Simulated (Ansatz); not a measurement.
Geometry optimisation, RKS BHLYP-D4/def2-SVP (Ansatz 0.2.0).

Input:

```yaml
crystal:
  periodic: [false, false, false]
  atoms:
    - { symbol: B, position_ang: [-0.89759, -0.76823, -0.46957] }
    - { symbol: Si, position_ang: [0.4807, 0.22072, 0.1803] }
    - { symbol: F, position_ang: [0.39841, 1.85078, 0.12371] }
    - { symbol: H, position_ang: [-1.87062, -1.38002, -0.35399] }
    - { symbol: H, position_ang: [1.8891, 0.07674, 0.51955] }
basis:
  gaussian: { orbitals: def2-SVP }
hamiltonian:
  xc: { name: BHLYP }
  dispersion: d4
relax:
  f_tol: 0.02
  max_steps: 50
```

Run as:

```bash
$ ansatz run input.yaml --threads 1 --pin off --max-ram 2048MiB --backend cpu --events-out ev --progress --plain --runs-dir out
```

Task: Where does it end, and by what steps?

Result: The run converged. After 12 steps the energy has fallen by 0.188 eV; B1 moved furthest, 0.22 Å.

| step | energy less start (eV) | largest force component (eV/Å) | accepted |
| --- | --- | --- | --- |
| 0 | 0.0000 | 1.512 | yes |
| 1 | -0.1409 | 0.963 | yes |
| 2 | -0.1715 | 0.414 | yes |
| 3 | -0.1791 | 0.140 | yes |
| 4 | -0.1820 | 0.099 | yes |
| 5 | -0.1756 | 0.330 | no |
| 6 | -0.1842 | 0.063 | yes |
| 7 | -0.1857 | 0.132 | yes |
| 8 | -0.1866 | 0.176 | yes |
| 9 | -0.1833 | 0.192 | no |
| 10 | -0.1879 | 0.077 | yes |
| 11 | -0.1879 | 0.078 | yes |
| 12 | -0.1882 | 0.017 | yes |

```xyz
5
Properties=species:S:1:pos:R:3
B -0.918 -0.732 -0.249
Si 0.492 0.338 0.134
F 0.388 1.948 0.116
H -1.808 -1.469 -0.486
H 1.846 -0.085 0.486
```

Whether the end is a true minimum wasn't checked by a vibrational analysis.

Time of the run: 16 s on 1 thread of Arm Neoverse V2, on a shared host, peak memory 0.12 GiB.
